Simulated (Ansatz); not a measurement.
Consider the isomerisation: `NC1C=C1` → `C=CN=C`.

Program: Ansatz. Geometries: PBE0-D4/def2-TZVP. ΔE: electronic, gas phase. CCSD(T)/CBS adds triple-zeta CCSD(T) − MP2 to the extrapolated MP2 energy (def2 sets, frozen cores). Functionals use def2-TZVPP. B3LYP here is the variant with VWN-RPA as its local correlation; programs differ in this. HSE06 is defined as in plane-wave codes. One conformer a species, not always the lowest.

| level | ΔE (kcal/mol) | difference from CCSD(T)/CBS |
| --- | --- | --- |
| LDA (SPW92) | -25.0 | 5.3 |
| PBE-D4 | -29.3 | 1.0 |
| revPBE-D4 | -30.4 | -0.1 |
| BLYP-D4 | -35.9 | -5.6 |
| r2SCAN-D4 | -30.3 | 0.0 |
| B97M-V | -30.7 | -0.4 |
| PBE0-D4 | -27.6 | 2.7 |
| B3LYP-D4 | -33.9 | -3.6 |
| r2SCANh-D4 | -29.5 | 0.8 |
| r2SCAN0-D4 | -28.4 | 1.9 |
| HSE06-D4 | -27.8 | 2.5 |
| BHLYP-D4 | -33.1 | -2.8 |
| CAM-B3LYP-D4 | -31.4 | -1.1 |
| ωB97X-V | -27.8 | 2.5 |
| ωB97M-V | -28.8 | 1.5 |
| B2PLYP | -32.6 | -2.3 |
| PBE-QIDH | -27.0 | 3.3 |
| PBE | -29.4 | 0.9 |
| revPBE | -30.4 | -0.1 |
| BLYP | -36.0 | -5.7 |
| r2SCAN | -30.3 | 0.0 |
| PBE0 | -27.7 | 2.6 |
| r2SCANh | -29.5 | 0.8 |
| r2SCAN0 | -28.4 | 1.9 |
| BHLYP | -33.1 | -2.8 |
| LC-ωPBE | -23.4 | 6.9 |
| RPA@PBE/def2-TZVPP | -32.5 | -2.2 |
| HF/def2-SVP | -35.4 | -5.1 |
| MP2/def2-SVP | -29.0 | 1.3 |
| CCSD(T)/def2-SVP | -33.3 | -3.0 |
| HF/def2-TZVPP | -35.9 | -5.6 |
| MP2/def2-TZVPP | -28.2 | 2.1 |
| SCS-MP2/def2-TZVPP | -30.6 | -0.3 |
| CCSD/def2-TZVPP | -31.4 | -1.1 |
| HF/def2-QZVPP | -35.8 | -5.5 |
| MP2/def2-QZVPP | -27.2 | 3.1 |
| SCS-MP2/def2-QZVPP | -29.7 | 0.6 |
| HF/CBS(def2) | -35.8 | -5.5 |
| MP2/CBS(def2) | -26.6 | 3.7 |
| CCSD/CBS(def2) | -29.9 | 0.4 |
| CCSD(T)/CBS | -30.3 | 0 |

Largest T1 diagnostic among the species: 0.012.

At CCSD(T), def2-SVP lies −3.0 kcal/mol from the extrapolated value and def2-TZVPP −1.5 kcal/mol. In def2-TZVPP, CCSD(T) changes the Hartree–Fock value by +4.1 kcal/mol (the triples alone add −0.4 kcal/mol) and MP2 by +7.8 kcal/mol. From r2SCAN to r2SCAN0 (25 % exact exchange), in def2-TZVPP and without D4, ΔE moves by +1.9 kcal/mol.
